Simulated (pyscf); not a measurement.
This saddle point was located with ωB97X-D3(BJ)/def2-SVP in PySCF.

```xyz
12

O     -0.7467    -0.2928     1.0479
Ti    -2.0265    -1.3705     0.9909
Cl    -1.2907    -3.3548     0.4271
Cl    -3.3095    -0.5165    -0.5987
Cl    -3.0602    -1.3822     2.9224
H      0.3008     0.6290     1.0381
O      0.1254     2.8099    -1.0251
Si    -0.5724     1.4788    -0.3282
H     -0.0084     3.6742    -0.6210
H      0.7593     1.3480     0.7742
H     -1.7509     1.9147     0.4348
H     -0.4453     0.4367    -1.3465
```
Charge 0, spin multiplicity 1.

Surface: singlet, charge 0. Lowest wavenumbers (cm⁻¹): 845i, 8, 55, 108, 109.

Q: Name the species on either side of this saddle.

A: `[OH][Ti]([Cl])([Cl])[Cl]` + `[OH][SiH3]` ⇌ `[OH][SiH2][O][Ti]([Cl])([Cl])[Cl]` + `[H][H]`, a four-centre exchange read from left to right: H–O, H–Si broken and O–Si, H–H formed. At ωB97M-D3(BJ)/def2-TZVP it lies +1.22 eV from the left side and +2.43 eV from the right (each side as separated species at their lowest minima found). This is the saddle that the search found; another between the same sides may lie lower.
